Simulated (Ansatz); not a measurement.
Species: CH3O, SMILES `C=[OH+]` (charge 1, multiplicity 1), formula CH3O.

Task: How many basis functions does frozen-core CCSD(T)/cc-pVTZ // TPSSh-D3(BJ)/def2-TZVP (Ansatz, a quantum-chemistry and plane-wave program) use, how many core orbitals are frozen, and how many electrons are correlated?

Result: 102 basis functions and 2 frozen orbitals, which leaves 12 correlated electrons. Core time is of the order of seconds.
